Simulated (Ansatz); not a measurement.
**C₂H₄F₂O: basis-set convergence**

The task here is to estimate one member of a computed series from the others.

The runs use Ansatz 0.2.0, Gaussian basis; one geometry, several basis sets.

Levels to be run: PBE0-D4/def2-SVP; ωB97M-V/def2-SVP; PBE0-D4/def2-QZVPP; ωB97M-V/def2-QZVPP; the functionals' def2-TZVPP values are taken from earlier runs.

### Structure used throughout

All runs share one geometry, relaxed beforehand with PBE0-D4 in a triple-zeta def2 set.

SMILES `CC(O)(F)F`, 9 atoms, charge 0, spin multiplicity 1.

Atoms are counted from 1 here; the program's logs count them from 0.

Bond lengths: C1–C2 1.498 Å, C1–H6 1.089 Å, C1–H7 1.089 Å, C1–H8 1.089 Å, C2–O3 1.354 Å, C2–F4 1.366 Å, C2–F5 1.366 Å, O3–H9 0.965 Å. Angles: C2–C1–H6 109.4°, C2–C1–H7 109.4°, C2–C1–H8 109.2°, H6–C1–H7 109.5°, H6–C1–H8 109.7°, H7–C1–H8 109.7°, C1–C2–O3 111.3°, C1–C2–F4 110.6°, C1–C2–F5 110.6°, O3–C2–F4 109.9°, O3–C2–F5 109.9°, F4–C2–F5 104.4°, C2–O3–H9 108.4°.

The first run:

Input file in.yaml:

```yaml
crystal:
  periodic: [false, false, false]
  atoms:
    - {symbol: C, position_ang: [-0.975629, -0.148742, -0.310350]}
    - {symbol: C, position_ang: [0.468113, 0.131191, -0.025455]}
    - {symbol: O, position_ang: [0.814298, -0.288840, 1.214424]}
    - {symbol: F, position_ang: [1.266979, -0.466453, -0.958323]}
    - {symbol: F, position_ang: [0.734091, 1.464598, -0.155414]}
    - {symbol: H, position_ang: [-1.595076, 0.370845, 0.419132]}
    - {symbol: H, position_ang: [-1.155993, -1.220514, -0.242506]}
    - {symbol: H, position_ang: [-1.216370, 0.201590, -1.312702]}
    - {symbol: H, position_ang: [1.747988, -0.089876, 1.354095]}
basis:
  gaussian: {orbitals: def2-SVP}
hamiltonian: {xc: pbe0, dispersion: d4}
output: {orbitals: {seedname: orbitals}}
```

Launch:

```bash
> ansatz run in.yaml --threads 2 --pin off --events-out ev --progress --plain --max-ram 4352MiB
```

Steps of the session up to this table: PBE0-D4 in def2-SVP; ωB97M-V in def2-SVP; PBE0-D4 in def2-QZVPP; ωB97M-V in def2-QZVPP.

One of the session's tables, all rows but one given; the rest of the session is left out.

It belongs to the step «Functionals by basis». 

```
functional       basis  HOMO (eV)  LUMO (eV)
   PBE0-D4    def2-SVP      -9.56       1.87
   PBE0-D4  def2-TZVPP      -9.77       1.14
   PBE0-D4  def2-QZVPP      -9.83       0.68
   ωB97M-V    def2-SVP     -12.05       3.50
   ωB97M-V  def2-TZVPP     -12.29       2.54
   ωB97M-V  def2-QZVPP          ?          ?
```

Estimate the missing values for ωB97M-V, def2-QZVPP.

The run gave: HOMO (eV): -12.35; LUMO (eV): 1.83. In the column «HOMO (eV)» it is the lowest.
